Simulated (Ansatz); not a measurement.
```yaml
crystal:
  periodic: [false, false, false]
  atoms:
    - {symbol: Al, position_ang: [0.000000, 0.000000, -1.608609]}
    - {symbol: N, position_ang: [0.000000, 0.000000, 0.213661]}
    - {symbol: C, position_ang: [0.000000, 0.000000, 1.394947]}
basis:
  gaussian: {orbitals: def2-TZVP}
hamiltonian: {xc: pbe0}
relax: {f_tol: 0.004, max_steps: 80}
```

```sh
$ ansatz run in.yaml --threads 1 --pin off --events-out ev --progress --plain --max-ram 2176MiB
```

Steps of the relaxation (energy above the last step; positions in Å, forces in eV/Å):

```
3
step 1, 11.4 meV
Al    0.000    0.000   -1.609    0.000    0.000   -0.587
N     0.000    0.000    0.214    0.000    0.000    1.094
C     0.000    0.000    1.395    0.000    0.000   -0.507
```

```
3
step 2, 3.5 meV
Al    0.000    0.000   -1.617    0.000    0.000   -0.337
N     0.000    0.000    0.220    0.000    0.000    0.372
C     0.000    0.000    1.397    0.000    0.000   -0.035
```

```
3
step 3, 0.0 meV
Al    0.000    0.000   -1.630    0.000    0.000   -0.012
N     0.000    0.000    0.227    0.000    0.000    0.033
C     0.000    0.000    1.403    0.000    0.000   -0.021
```

```
3
step 4, 0.0 meV
Al    0.000    0.000   -1.631    0.000    0.000    0.000
N     0.000    0.000    0.227    0.000    0.000   -0.001
C     0.000    0.000    1.403    0.000    0.000    0.001
```

Close pairs at the end: N2–C3 1.176 Å, Al1–N2 1.858 Å.

A stationary point of restricted PBE0 after 4 steps (its stability towards spin polarisation wasn't tested); no frequencies were run, so it isn't proven a minimum. 4.7 s on 1 thread of Intel Xeon 6975P-C, shared host.
